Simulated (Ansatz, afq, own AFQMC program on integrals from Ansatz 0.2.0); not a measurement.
**Atomization energy of PH₃, singlet**

| atom | x (Å) | y (Å) | z (Å) |
| --- | --- | --- | --- |
| P | 0.3489 | -0.3293 | -0.3357 |
| H | 0.6337 | -0.0339 | 1.0326 |
| H | -1.0111 | -0.6661 | -0.0570 |
| H | 0.0285 | 1.0293 | -0.6399 |

Atoms in their ground-state spins without spin–orbit coupling (mostly on UHF) minus the molecule (RHF), without zero-point energy. The geometry is a stationary point, not shown to be a minimum.

Basis def2-TZVP. Noble-gas cores (and the filled d shells of Ga–Kr and In–Xe) are frozen. AFQMC by an in-house program on the Cholesky factors that Ansatz 0.2.0 writes for its CCSD(T) run. ph-AFQMC/CISD is guided by a CISD state made of CCSD amplitudes; releasing the constraint for a short imaginary time cuts its bias at the price of noise, slowly where states lie close. Uncertainties: one standard error, sampling alone. The errors of all members are added in quadrature.

No full CI on the walks' own integrals is used here; CCSDT(Q) serves as the reference and is uncertain by about the last step of the cluster series. Each member takes its own surest rung, up to full CI.

The best estimate is CCSD(T) at the basis-set limit (CBS: def2-TZVPP and def2-QZVPP, with their diffuse functions for anions and beside diffuse sets, CCSD(T) itself extrapolated) plus the step from CCSD(T) to CCSDT(Q) in def2-TZVP. Rows without CBS are in def2-TZVP; B2PLYP and the wave-function rows carry a basis error of their own. Core correlation and relativity beyond core potentials are missing, and ± holds the sampling alone.

Cautions: other spins of the molecule weren't checked.

Estimate: order these levels by their error in the atomization energy against the best estimate, smallest first.
A. CCSD(T)
B. CCSD
C. PBE
D. MP2

C (12.2 kJ/mol), A (53.7 kJ/mol), B (60.0 kJ/mol), D (90.9 kJ/mol).

Best estimate: 1012.8 kJ/mol.

Best estimates are given only where the step beyond CCSD(T) is under 0.3 eV and no member's determinant is very poor (T1 over 0.05, or 0.07 for open shells, ⟨S²⟩ too high by 0.3, two states mixed), so the hardest cases are missing from such tables.

The functionals ran in a triple-zeta set and keep a basis error of their own, a few kJ/mol for each bond in atomization energies and more for double hybrids, so close places among them and the extrapolated levels can swap.

Each member of a difference takes its own highest rung, so a best estimate needn't equal the limit plus the step of one row.
